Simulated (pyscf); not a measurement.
CH₄ (SMILES C) + F–GaH–F (SMILES [F][GaH][F]) → H₃C–Ga(F)–F (SMILES [CH3][Ga]([F])[F]) + H₂ (SMILES [H][H]), a four-centre exchange (singlet surface; C–H, Ga–H broken, C–Ga, H–H formed). Single points on ωB97X-D3(BJ)/def2-SVP structures (PySCF, gas phase). Energies in eV from the separated reactants.

Small-basis levels: PySCF, no dispersion term, spherical d functions. 

**Question.** In single points HF/STO-3G puts the saddle at 6.98 eV and the reaction energy at +0.46 eV. Should these be trusted to within a few kcal/mol? Compare with ωB97M-D3(BJ)/def2-TZVP.

**Answer.** ωB97M-D3(BJ)/def2-TZVP gives ΔE‡ = 3.40 eV and ΔE = +0.29 eV. HF/STO-3G lies 3.58 eV over it in the barrier and 0.18 eV over it in the reaction energy, so on this step it does not hold to within 0.13 eV. ωB97M-D3(BJ)/def2-TZVP has limits of its own. On the reactant side the descent ends in a complex, 0.20 eV under the separated species and 3.60 eV under the saddle at ωB97X-D3(BJ)/def2-TZVP. One saddle was located; it need not be the lowest between these sides. In the def2 sets elements up to Kr have no core potential.
